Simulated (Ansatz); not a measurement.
## Ansatz input wanted

The species is SiH3S (5 atoms), meant as a quartet with charge 0. SMILES of the parent species: `[SiH2]S`. The coordinates come from a PBE0-D4/def2-TZVP relaxation. This is one conformer, not always the lowest. That shape belongs to the parent species and isn't relaxed for this state.

```xyz
5

Si   -0.0963   -0.6940   -0.3093
S     0.2731    1.4060   -0.2945
H    -0.0945   -1.2568    1.0730
H    -1.4403   -0.8432   -0.9299
H     1.4078    1.3143    0.4193
```

Settings wanted:

```yaml
basis_set: STO-3G
task: energy
method: CCSDT(Q)
reference: UHF
accuracy: high
frozen_core_orbitals: 10
```

Question: Write the Ansatz 0.2.0 input and the command.

Answer: One that was run (others would do as well):

input.yaml:
```yaml
crystal:
  periodic: [false, false, false]
  atoms:
    - {symbol: Si, position_ang: [-0.096300, -0.694000, -0.309300]}
    - {symbol: S, position_ang: [0.273100, 1.406000, -0.294500]}
    - {symbol: H, position_ang: [-0.094500, -1.256800, 1.073000]}
    - {symbol: H, position_ang: [-1.440300, -0.843200, -0.929900]}
    - {symbol: H, position_ang: [1.407800, 1.314300, 0.419300]}
basis:
  gaussian:
    orbitals: STO-3G
magnetization:
  spin_polarized: true
  initial_magnetization: 3
correlation:
  method: ccsdt_q
  frozen_orbitals: {H: 0, S: 5, Si: 5}
accuracy: high
scf:
  omitted_lower_state_checks: [cluster_reference, increment]
```

```bash
$ ansatz run input.yaml --threads 1 --pin off --max-ram 2610MiB --events-out events.jsonl --progress --plain --runs-dir runs
```

Calculated total energy: -680.25988 Eh. Without diffuse functions such a state is poorly described.
